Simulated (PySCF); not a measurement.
**SiH₄ + O₂ → HSi(OH) + H₂O**

Level: PBE0 in the def2-TZVP basis family, all electrons, no relativity, computed in PySCF with density fitting; open shells unrestricted.

| species | state and structure | ZPE (kJ/mol) | H(298 K) − H(0) (kJ/mol) | S° (J/(mol K)) |
| --- | --- | --- | --- | --- |
| SiH₄ | singlet, Td, Si–H 1.485 Å (×4) | 81.5 | 10.5 | 204.7 |
| O₂ | triplet, D∞h, O–O 1.193 Å | 10.3 | 8.7 | 204.9 |
| HSi(OH) | singlet, Cs, O–H 0.960 Å, Si–H 1.548 Å, Si–O 1.653 Å; H–O–Si 118.9°, H–Si–O 97.8° | 54.0 | 10.8 | 242.4 |
| H₂O | singlet, C2v, O–H 0.960 Å (×2); H–O–H 105.1° | 56.5 | 9.9 | 188.7 |

(1) Is the gas-phase reaction uphill or downhill in electronic energy at this level, and by how much?

(2) Add zero-point, thermal and entropy terms for 298.15 K and 1 bar.

## Answers

(1) At PBE0/def2-TZVP, ΔE = -329.9 kJ/mol, downhill. 

(2) ΔZPE = 18.7 and Δ[H(298) − H(0)] = 1.5 kJ/mol give ΔH° = -309.7 kJ/mol. ΔS° = 21.5 J/(mol K), so ΔG° = -309.7 − 298.15 × (0.0215) = -316 kJ/mol.

Each species is the lowest minimum found with this bonding; other isomers or fragments can lie lower.
